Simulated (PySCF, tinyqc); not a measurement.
Inside a calculation (part 1 of 2). Method: RHF in the sto-3g basis, for BH, spin multiplicity 1. The lowest restricted solution is unstable here: a spin-polarised one lies 0.0638 hartree lower (PySCF). Computed by tinyqc, a small Python program that keeps every step (integrals from PySCF). Settings: charge = 0, multiplicity = 1, basis = sto-3g, energy threshold = 1e-09, iteration cap = 67, orthogonalisation = symmetric, start = core, DIIS depth = 3, method = RHF. Command: `OMP_NUM_THREADS=1 python tinyqc.py 23210 23211 out.jsonl` (the two numbers bound the seeds that draw the settings). One thread of a shared host (Intel(R) Xeon(R) Processor @ 2.60GHz), about 0.06 s of CPU time with the checks. Later iterations appear only in the table of the cycle.

## One-electron integrals

Geometry (angstrom):
```
atom         x         y         z
B     0.000000  0.000000  0.000000
H     0.000000  0.000000  2.221000
```

Basis sto-3g: exponents (1/bohr^2) and contraction coefficients of normalised primitives:
```
element  l (shell)   exponent  coefficient
B            s (1)  48.791113     0.154329
B            s (1)   8.887362     0.535328
B            s (1)   2.405267     0.444635
B            s (2)   2.236956    -0.099967
B            s (2)   0.519821     0.399513
B            s (2)   0.169062     0.700115
B            p (3)   2.236956     0.155916
B            p (3)   0.519821     0.607684
B            p (3)   0.169062     0.391957
H            s (1)   3.425251     0.154329
H            s (1)   0.623914     0.535328
H            s (1)   0.168855     0.444635
```

Overlap, kinetic and nuclear-attraction integrals over the contracted functions; the nuclear repulsion is the sum of Za Zb / Rab.

nuclear repulsion = 1.19130394 hartree

overlap S, order 1B 1s, 1B 2s, 1B 2px, 1B 2py, 1B 2pz, 2H 1s:
```
[[1.000000, 0.269328, 0.000000, 0.000000, 0.000000, 0.006258],
 [0.269328, 1.000000, 0.000000, 0.000000, 0.000000, 0.114148],
 [0.000000, 0.000000, 1.000000, 0.000000, 0.000000, 0.000000],
 [0.000000, 0.000000, 0.000000, 1.000000, 0.000000, 0.000000],
 [0.000000, 0.000000, 0.000000, 0.000000, 1.000000, 0.154287],
 [0.006258, 0.114148, 0.000000, 0.000000, 0.154287, 1.000000]]
```

kinetic energy T (hartree), order 1B 1s, 1B 2s, 1B 2px, 1B 2py, 1B 2pz, 2H 1s:
```
[[10.826302, -0.047967, 0.000000, 0.000000, 0.000000, -0.002885],
 [-0.047967, 0.359168, 0.000000, 0.000000, 0.000000, -0.011913],
 [0.000000, 0.000000, 1.123881, 0.000000, 0.000000, 0.000000],
 [0.000000, 0.000000, 0.000000, 1.123881, 0.000000, 0.000000],
 [0.000000, 0.000000, 0.000000, 0.000000, 1.123881, 0.004139],
 [-0.002885, -0.011913, 0.000000, 0.000000, 0.004139, 0.760032]]
```

nuclear attraction V (hartree), order 1B 1s, 1B 2s, 1B 2px, 1B 2py, 1B 2pz, 2H 1s:
```
[[-23.385649, -3.203533, 0.000000, 0.000000, -0.005335, -0.073851],
 [-3.203533, -4.009829, 0.000000, 0.000000, -0.054451, -0.308628],
 [0.000000, 0.000000, -3.970662, 0.000000, 0.000000, 0.000000],
 [0.000000, 0.000000, 0.000000, -3.970662, 0.000000, 0.000000],
 [-0.005335, -0.054451, 0.000000, 0.000000, -3.997452, -0.388867],
 [-0.073851, -0.308628, 0.000000, 0.000000, -0.388867, -2.417785]]
```

core Hamiltonian H = T + V (hartree), order 1B 1s, 1B 2s, 1B 2px, 1B 2py, 1B 2pz, 2H 1s:
```
[[-12.559347, -3.251500, 0.000000, 0.000000, -0.005335, -0.076736],
 [-3.251500, -3.650661, 0.000000, 0.000000, -0.054451, -0.320541],
 [0.000000, 0.000000, -2.846782, 0.000000, 0.000000, 0.000000],
 [0.000000, 0.000000, 0.000000, -2.846782, 0.000000, 0.000000],
 [-0.005335, -0.054451, 0.000000, 0.000000, -2.873572, -0.384728],
 [-0.076736, -0.320541, 0.000000, 0.000000, -0.384728, -1.657753]]
```

## Two-electron integrals

Functions are numbered as in S; the eight-fold symmetry (ij|kl) = (ji|kl) = (kl|ij) leaves the list below.

Two-electron integrals (ij|kl) in chemists' order, unique and non-zero (hartree):
```
(11|11) 2.923513   (21|11) 0.518376   (21|21) 0.109262   (22|11) 0.744229
(22|21) 0.193177   (22|22) 0.544804   (31|31) 0.020264   (32|31) 0.029996
(32|32) 0.120346   (33|11) 0.742491   (33|21) 0.193240   (33|22) 0.544682
(33|33) 0.586773   (41|41) 0.020264   (42|41) 0.029996   (42|42) 0.120346
(43|43) 0.031630   (44|11) 0.742491   (44|21) 0.193240   (44|22) 0.544682
(44|33) 0.523513   (44|44) 0.586773   (51|51) 0.020264   (52|51) 0.029996
(52|52) 0.120346   (53|53) 0.031630   (54|54) 0.031630   (55|11) 0.742491
(55|21) 0.193240   (55|22) 0.544682   (55|33) 0.523513   (55|44) 0.523513
(55|55) 0.586773   (61|11) 0.011867   (61|21) 0.002501   (61|22) 0.004465
(61|33) 0.004445   (61|44) 0.004445   (61|51) 0.000206   (61|52) 0.000381
(61|55) 0.004508   (61|61) 0.000060   (62|11) 0.049187   (62|21) 0.013083
(62|22) 0.043523   (62|33) 0.042173   (62|44) 0.042173   (62|51) 0.001415
(62|52) 0.010209   (62|55) 0.046172   (62|61) 0.000324   (62|62) 0.006470
(63|31) 0.000951   (63|32) 0.005131   (63|53) 0.001698   (63|63) 0.000502
(64|41) 0.000951   (64|42) 0.005131   (64|54) 0.001698   (64|64) 0.000502
(65|11) 0.058381   (65|21) 0.015656   (65|22) 0.054233   (65|33) 0.051812
(65|44) 0.051812   (65|51) 0.002232   (65|52) 0.015636   (65|55) 0.059012
(65|61) 0.000397   (65|62) 0.009148   (65|65) 0.013192   (66|11) 0.238229
(66|21) 0.064157   (66|22) 0.237542   (66|33) 0.229086   (66|44) 0.229086
(66|51) 0.005321   (66|52) 0.053399   (66|55) 0.254273   (66|61) 0.001572
(66|62) 0.052874   (66|65) 0.080600   (66|66) 0.774606
```

## Orthogonalisation

S = U s U^T; symmetric (Loewdin) form X = U s^(-1/2) U^T, so that X^T S X = 1.

eigenvalues of S: [0.702279, 0.858946, 1.000000, 1.000000, 1.135643, 1.303132]

X, order 1B 1s, 1B 2s, 1B 2px, 1B 2py, 1B 2pz, 2H 1s:
```
[[1.028911, -0.142093, 0.000000, 0.000000, -0.001227, 0.009163],
 [-0.142093, 1.034203, 0.000000, 0.000000, 0.007085, -0.060588],
 [0.000000, 0.000000, 1.000000, 0.000000, 0.000000, 0.000000],
 [0.000000, 0.000000, 0.000000, 1.000000, 0.000000, 0.000000],
 [-0.001227, 0.007085, 0.000000, 0.000000, 1.009177, -0.078997],
 [0.009163, -0.060588, 0.000000, 0.000000, -0.078997, 1.014369]]
```

## Starting guess

The start is the orbitals of the core Hamiltonian; D = 2 C_occ C_occ^T.

D at the start, order 1B 1s, 1B 2s, 1B 2px, 1B 2py, 1B 2pz, 2H 1s:
```
[[2.157330, -0.584557, 0.000000, 0.000000, -0.005013, 0.021453],
 [-0.584557, 2.171603, 0.000000, 0.000000, 0.020450, -0.073595],
 [0.000000, 0.000000, 0.000000, 0.000000, 0.000000, 0.000000],
 [0.000000, 0.000000, 0.000000, 0.000000, 0.000000, 0.000000],
 [-0.005013, 0.020450, 0.000000, 0.000000, 2.027379, -0.106792],
 [0.021453, -0.073595, 0.000000, 0.000000, -0.106792, 0.008049]]
```

## Iteration 1: building the Fock matrix

J_ij = sum D_kl (ij|kl), K_ij = sum D_kl (ik|jl); F = H + J - 0.5 K; E = tr D H + tr D J / 2 - 0.25 tr D K + E_nn.

Coulomb J (hartree), order 1B 1s, 1B 2s, 1B 2px, 1B 2py, 1B 2pz, 2H 1s:
```
[[8.805141, 1.797198, 0.000000, 0.000000, 0.000390, 0.041409],
 [1.797198, 3.651191, 0.000000, 0.000000, 0.000225, 0.276876],
 [0.000000, 0.000000, 3.604833, 0.000000, 0.000000, 0.000000],
 [0.000000, 0.000000, 0.000000, 3.604833, 0.000000, 0.000000],
 [0.000390, 0.000225, 0.000000, 0.000000, 3.731163, 0.342176],
 [0.041409, 0.276876, 0.000000, 0.000000, 0.342176, 1.453722]]
```

exchange K (hartree), order 1B 1s, 1B 2s, 1B 2px, 1B 2py, 1B 2pz, 2H 1s:
```
[[5.979395, 1.099340, 0.000000, 0.000000, 0.000101, 0.028148],
 [1.099340, 1.428979, 0.000000, 0.000000, 0.001578, 0.099760],
 [0.000000, 0.000000, 0.333042, 0.000000, 0.000000, 0.000000],
 [0.000000, 0.000000, 0.000000, 0.333042, 0.000000, 0.000000],
 [0.000101, 0.001578, 0.000000, 0.000000, 1.444897, 0.110039],
 [0.028148, 0.099760, 0.000000, 0.000000, 0.110039, 0.022221]]
```

Fock matrix F (hartree), order 1B 1s, 1B 2s, 1B 2px, 1B 2py, 1B 2pz, 2H 1s:
```
[[-6.743903, -2.003972, 0.000000, 0.000000, -0.004995, -0.049402],
 [-2.003972, -0.713959, 0.000000, 0.000000, -0.055014, -0.093546],
 [0.000000, 0.000000, 0.591531, 0.000000, 0.000000, 0.000000],
 [0.000000, 0.000000, 0.000000, 0.591531, 0.000000, 0.000000],
 [-0.004995, -0.055014, 0.000000, 0.000000, 0.135142, -0.097571],
 [-0.049402, -0.093546, 0.000000, 0.000000, -0.097571, -0.215142]]
```

total energy of this density = -24.00379258 hartree

## Iteration 1: diagonalisation and new density

Diagonalise F' = X^T F X, C = X C', fill 3 alpha and 3 beta electrons from the bottom; D = 2 C_occ C_occ^T. Each column has its largest component positive (the first on a tie).

F' = X^T F X (hartree):
```
[[-6.568652, -1.080364, 0.000000, 0.000000, -0.000983, 0.017771],
 [-1.080364, -0.301439, 0.000000, 0.000000, -0.045469, -0.057616],
 [0.000000, 0.000000, 0.591531, 0.000000, 0.000000, 0.000000],
 [0.000000, 0.000000, 0.000000, 0.591531, 0.000000, 0.000000],
 [-0.000983, -0.045469, 0.000000, 0.000000, 0.151159, -0.091596],
 [0.017771, -0.057616, 0.000000, 0.000000, -0.091596, -0.195790]]
```

orbital energies (hartree): [-6.749681, -0.254314, -0.087544, 0.176818, 0.591531, 0.591531]

coefficients C, order 1B 1s, 1B 2s, 1B 2px, 1B 2py, 1B 2pz, 2H 1s:
```
[[0.991274, -0.135034, -0.278141, 0.026698, 0.000000, 0.000000],
 [0.030832, 0.432102, 0.947927, -0.085204, 0.000000, 0.000000],
 [0.000000, 0.000000, 0.000000, 0.000000, 0.985019, 0.172443],
 [0.000000, 0.000000, 0.000000, 0.000000, -0.172443, 0.985019],
 [0.001280, 0.181757, 0.027088, 0.995470, 0.000000, 0.000000],
 [-0.002293, 0.817517, -0.532070, -0.295808, 0.000000, 0.000000]]
```

D after iteration 1, order 1B 1s, 1B 2s, 1B 2px, 1B 2py, 1B 2pz, 2H 1s:
```
[[2.156444, -0.582886, 0.000000, 0.000000, -0.061618, 0.070651],
 [-0.582886, 2.172454, 0.000000, 0.000000, 0.208509, -0.302368],
 [0.000000, 0.000000, 0.000000, 0.000000, 0.000000, 0.000000],
 [0.000000, 0.000000, 0.000000, 0.000000, 0.000000, 0.000000],
 [-0.061618, 0.208509, 0.000000, 0.000000, 0.067542, 0.268346],
 [0.070651, -0.302368, 0.000000, 0.000000, 0.268346, 1.902875]]
```

Within a degenerate level the vectors are fixed only up to a rotation; this is one choice.

## Iteration 2: building the Fock matrix

As before.

Coulomb J (hartree), order 1B 1s, 1B 2s, 1B 2px, 1B 2py, 1B 2pz, 2H 1s:
```
[[7.823620, 1.546122, 0.000000, 0.000000, 0.020509, 0.035829],
 [1.546122, 3.055470, 0.000000, 0.000000, 0.150372, 0.294223],
 [0.000000, 0.000000, 3.033375, 0.000000, 0.000000, 0.000000],
 [0.000000, 0.000000, 0.000000, 3.033375, 0.000000, 0.000000],
 [0.020509, 0.150372, 0.000000, 0.000000, 3.087032, 0.390671],
 [0.035829, 0.294223, 0.000000, 0.000000, 0.390671, 2.479254]]
```

exchange K (hartree), order 1B 1s, 1B 2s, 1B 2px, 1B 2py, 1B 2pz, 2H 1s:
```
[[5.939206, 1.041501, 0.000000, 0.000000, 0.001401, 0.025849],
 [1.041501, 1.195427, 0.000000, 0.000000, 0.140623, 0.151390],
 [0.000000, 0.000000, 0.271208, 0.000000, 0.000000, 0.000000],
 [0.000000, 0.000000, 0.000000, 0.271208, 0.000000, 0.000000],
 [0.001401, 0.140623, 0.000000, 0.000000, 0.357440, 0.244670],
 [0.025849, 0.151390, 0.000000, 0.000000, 0.244670, 1.503947]]
```

Fock matrix F (hartree), order 1B 1s, 1B 2s, 1B 2px, 1B 2py, 1B 2pz, 2H 1s:
```
[[-7.705330, -2.226128, 0.000000, 0.000000, 0.014475, -0.053832],
 [-2.226128, -1.192904, 0.000000, 0.000000, 0.025610, -0.102014],
 [0.000000, 0.000000, 0.050989, 0.000000, 0.000000, 0.000000],
 [0.000000, 0.000000, 0.000000, 0.050989, 0.000000, 0.000000],
 [0.014475, 0.025610, 0.000000, 0.000000, 0.034740, -0.116392],
 [-0.053832, -0.102014, 0.000000, 0.000000, -0.116392, 0.069527]]
```

total energy of this density = -24.35636901 hartree

## Iteration 2: DIIS over 2 matrices

error matrix X^T (FDS - SDF) X:
```
[[0.000000, 0.003191, 0.000000, 0.000000, 0.003323, -0.004554],
 [-0.003191, 0.000000, 0.000000, 0.000000, -0.224222, 0.076185],
 [0.000000, 0.000000, 0.000000, 0.000000, 0.000000, 0.000000],
 [0.000000, 0.000000, 0.000000, 0.000000, 0.000000, 0.000000],
 [-0.003323, 0.224222, 0.000000, 0.000000, 0.000000, -0.240701],
 [0.004554, -0.076185, 0.000000, 0.000000, 0.240701, 0.000000]]
```

B (overlaps of the stored error matrices):
```
[[1.0920506e-01, -7.8490923e-02],
 [-7.8490923e-02, 2.2811764e-01]]
```

Minimise |sum c_i e_i|^2 with sum c_i = 1: solve [B -1; -1 0][c; lambda] = [0; -1] with B_ij = tr e_i^T e_j, and take F = sum c_i F_i.

DIIS coefficients: [0.620283, 0.379717]

extrapolated F (hartree), order 1B 1s, 1B 2s, 1B 2px, 1B 2py, 1B 2pz, 2H 1s:
```
[[-7.108973, -2.088328, 0.000000, 0.000000, 0.002398, -0.051084],
 [-2.088328, -0.895823, 0.000000, 0.000000, -0.024400, -0.096761],
 [0.000000, 0.000000, 0.386278, 0.000000, 0.000000, 0.000000],
 [0.000000, 0.000000, 0.000000, 0.386278, 0.000000, 0.000000],
 [0.002398, -0.024400, 0.000000, 0.000000, 0.097018, -0.104718],
 [-0.051084, -0.096761, 0.000000, 0.000000, -0.104718, -0.107048]]
```

## Iteration 2: diagonalisation and new density

As before.

F' = X^T F X (hartree):
```
[[-6.934165, -1.091758, 0.000000, 0.000000, 0.002320, 0.017602],
 [-1.091758, -0.477325, 0.000000, 0.000000, -0.014849, -0.059550],
 [0.000000, 0.000000, 0.386278, 0.000000, 0.000000, 0.000000],
 [0.000000, 0.000000, 0.000000, 0.386278, 0.000000, 0.000000],
 [0.002320, -0.014849, 0.000000, 0.000000, 0.114560, -0.106364],
 [0.017602, -0.059550, 0.000000, 0.000000, -0.106364, -0.083618]]
```

orbital energies (hartree): [-7.113778, -0.318656, -0.109217, 0.161102, 0.386278, 0.386278]

coefficients C, order 1B 1s, 1B 2s, 1B 2px, 1B 2py, 1B 2pz, 2H 1s:
```
[[0.992192, -0.288672, 0.104867, -0.012710, 0.000000, 0.000000],
 [0.027727, 0.973224, -0.377349, 0.056227, 0.000000, 0.000000],
 [0.000000, 0.000000, 0.000000, 0.000000, 0.635892, 0.771778],
 [0.000000, 0.000000, 0.000000, 0.000000, 0.771778, -0.635892],
 [0.000026, 0.090124, 0.323239, 0.955053, 0.000000, 0.000000],
 [-0.001905, 0.234426, 0.866330, -0.483171, 0.000000, 0.000000]]
```

D after iteration 2, order 1B 1s, 1B 2s, 1B 2px, 1B 2py, 1B 2pz, 2H 1s:
```
[[2.157546, -0.586007, 0.000000, 0.000000, 0.015813, 0.042574],
 [-0.586007, 2.180651, 0.000000, 0.000000, -0.068525, -0.197626],
 [0.000000, 0.000000, 0.000000, 0.000000, 0.000000, 0.000000],
 [0.000000, 0.000000, 0.000000, 0.000000, 0.000000, 0.000000],
 [0.015813, -0.068525, 0.000000, 0.000000, 0.225211, 0.602317],
 [0.042574, -0.197626, 0.000000, 0.000000, 0.602317, 1.610972]]
```

Within a degenerate level the vectors are fixed only up to a rotation; this is one choice.

## Iteration 3: building the Fock matrix

As before.

Coulomb J (hartree), order 1B 1s, 1B 2s, 1B 2px, 1B 2py, 1B 2pz, 2H 1s:
```
[[7.925869, 1.572393, 0.000000, 0.000000, 0.007250, 0.036265],
 [1.572393, 3.121182, 0.000000, 0.000000, 0.085312, 0.288408],
 [0.000000, 0.000000, 3.096315, 0.000000, 0.000000, 0.000000],
 [0.000000, 0.000000, 0.000000, 3.096315, 0.000000, 0.000000],
 [0.007250, 0.085312, 0.000000, 0.000000, 3.158237, 0.379247],
 [0.036265, 0.288408, 0.000000, 0.000000, 0.379247, 2.331106]]
```

exchange K (hartree), order 1B 1s, 1B 2s, 1B 2px, 1B 2py, 1B 2pz, 2H 1s:
```
[[5.943262, 1.046614, 0.000000, 0.000000, 0.000788, 0.027482],
 [1.046614, 1.231095, 0.000000, 0.000000, -0.002085, 0.166752],
 [0.000000, 0.000000, 0.279026, 0.000000, 0.000000, 0.000000],
 [0.000000, 0.000000, 0.000000, 0.279026, 0.000000, 0.000000],
 [0.000788, -0.002085, 0.000000, 0.000000, 0.489494, 0.309641],
 [0.027482, 0.166752, 0.000000, 0.000000, 0.309641, 1.339786]]
```

Fock matrix F (hartree), order 1B 1s, 1B 2s, 1B 2px, 1B 2py, 1B 2pz, 2H 1s:
```
[[-7.605108, -2.202414, 0.000000, 0.000000, 0.001522, -0.054212],
 [-2.202414, -1.145026, 0.000000, 0.000000, 0.031903, -0.115509],
 [0.000000, 0.000000, 0.110021, 0.000000, 0.000000, 0.000000],
 [0.000000, 0.000000, 0.000000, 0.110021, 0.000000, 0.000000],
 [0.001522, 0.031903, 0.000000, 0.000000, 0.039919, -0.160301],
 [-0.054212, -0.115509, 0.000000, 0.000000, -0.160301, 0.003460]]
```

total energy of this density = -24.49219058 hartree

## Iteration 3: DIIS over 3 matrices

error matrix X^T (FDS - SDF) X:
```
[[0.000000, -0.000151, 0.000000, 0.000000, 0.013887, -0.005104],
 [0.000151, 0.000000, 0.000000, 0.000000, -0.107303, 0.041766],
 [0.000000, 0.000000, 0.000000, 0.000000, 0.000000, 0.000000],
 [0.000000, 0.000000, 0.000000, 0.000000, 0.000000, 0.000000],
 [-0.013887, 0.107303, 0.000000, 0.000000, 0.000000, -0.214291],
 [0.005104, -0.041766, 0.000000, 0.000000, 0.214291, 0.000000]]
```

B (overlaps of the stored error matrices):
```
[[1.0920506e-01, -7.8490923e-02, -7.5361686e-02],
 [-7.8490923e-02, 2.2811764e-01, 1.5778117e-01],
 [-7.5361686e-02, 1.5778117e-01, 1.1879544e-01]]
```

As before.

DIIS coefficients: [0.440125, -0.652294, 1.212169]

extrapolated F (hartree), order 1B 1s, 1B 2s, 1B 2px, 1B 2py, 1B 2pz, 2H 1s:
```
[[-7.160697, -2.099606, 0.000000, 0.000000, -0.009796, -0.052343],
 [-2.099606, -0.924072, 0.000000, 0.000000, -0.002247, -0.114646],
 [0.000000, 0.000000, 0.360451, 0.000000, 0.000000, 0.000000],
 [0.000000, 0.000000, 0.000000, 0.360451, 0.000000, 0.000000],
 [-0.009796, -0.002247, 0.000000, 0.000000, 0.085207, -0.161334],
 [-0.052343, -0.114646, 0.000000, 0.000000, -0.161334, -0.135847]]
```

## Iteration 3: diagonalisation and new density

As before.

F' = X^T F X (hartree):
```
[[-6.986135, -1.092650, 0.000000, 0.000000, -0.014102, 0.019946],
 [-1.092650, -0.502759, 0.000000, 0.000000, 0.014557, -0.077421],
 [0.000000, 0.000000, 0.360451, 0.000000, 0.000000, 0.000000],
 [0.000000, 0.000000, 0.000000, 0.360451, 0.000000, 0.000000],
 [-0.014102, 0.014557, 0.000000, 0.000000, 0.111744, -0.163106],
 [0.019946, -0.077421, 0.000000, 0.000000, -0.163106, -0.101942]]
```

orbital energies (hartree): [-7.165353, -0.352353, -0.166607, 0.205221, 0.360451, 0.360451]

coefficients C, order 1B 1s, 1B 2s, 1B 2px, 1B 2py, 1B 2pz, 2H 1s:
```
[[0.992344, -0.281968, 0.114985, -0.038212, 0.000000, 0.000000],
 [0.027206, 0.949856, -0.413218, 0.140610, 0.000000, 0.000000],
 [0.000000, 0.000000, 0.000000, 0.000000, 0.380703, 0.924697],
 [0.000000, 0.000000, 0.000000, 0.000000, 0.924697, -0.380703],
 [0.001594, 0.071002, 0.427568, 0.914808, 0.000000, 0.000000],
 [-0.001877, 0.296302, 0.792385, -0.568566, 0.000000, 0.000000]]
```

D after iteration 3, order 1B 1s, 1B 2s, 1B 2px, 1B 2py, 1B 2pz, 2H 1s:
```
[[2.154949, -0.576690, 0.000000, 0.000000, 0.061450, 0.011404],
 [-0.576690, 2.147431, 0.000000, 0.000000, -0.218388, -0.092069],
 [0.000000, 0.000000, 0.000000, 0.000000, 0.000000, 0.000000],
 [0.000000, 0.000000, 0.000000, 0.000000, 0.000000, 0.000000],
 [0.061450, -0.218388, 0.000000, 0.000000, 0.375716, 0.719667],
 [0.011404, -0.092069, 0.000000, 0.000000, 0.719667, 1.431346]]
```

Within a degenerate level the vectors are fixed only up to a rotation; this is one choice.

## Iteration 4: building the Fock matrix

As before.

Coulomb J (hartree), order 1B 1s, 1B 2s, 1B 2px, 1B 2py, 1B 2pz, 2H 1s:
```
[[7.995515, 1.590505, 0.000000, 0.000000, -0.000037, 0.036591],
 [1.590505, 3.165697, 0.000000, 0.000000, 0.048188, 0.285092],
 [0.000000, 0.000000, 3.138322, 0.000000, 0.000000, 0.000000],
 [0.000000, 0.000000, 0.000000, 3.138322, 0.000000, 0.000000],
 [-0.000037, 0.048188, 0.000000, 0.000000, 3.207770, 0.372509],
 [0.036591, 0.285092, 0.000000, 0.000000, 0.372509, 2.237383]]
```

exchange K (hartree), order 1B 1s, 1B 2s, 1B 2px, 1B 2py, 1B 2pz, 2H 1s:
```
[[5.944574, 1.051710, 0.000000, 0.000000, 0.002730, 0.027717],
 [1.051710, 1.244032, 0.000000, 0.000000, -0.079680, 0.180481],
 [0.000000, 0.000000, 0.281627, 0.000000, 0.000000, 0.000000],
 [0.000000, 0.000000, 0.000000, 0.281627, 0.000000, 0.000000],
 [0.002730, -0.079680, 0.000000, 0.000000, 0.588956, 0.332578],
 [0.027717, 0.180481, 0.000000, 0.000000, 0.332578, 1.229698]]
```

Fock matrix F (hartree), order 1B 1s, 1B 2s, 1B 2px, 1B 2py, 1B 2pz, 2H 1s:
```
[[-7.536119, -2.186850, 0.000000, 0.000000, -0.006736, -0.054004],
 [-2.186850, -1.106979, 0.000000, 0.000000, 0.033577, -0.125690],
 [0.000000, 0.000000, 0.150727, 0.000000, 0.000000, 0.000000],
 [0.000000, 0.000000, 0.000000, 0.150727, 0.000000, 0.000000],
 [-0.006736, 0.033577, 0.000000, 0.000000, 0.039720, -0.178507],
 [-0.054004, -0.125690, 0.000000, 0.000000, -0.178507, -0.035219]]
```

total energy of this density = -24.53906810 hartree
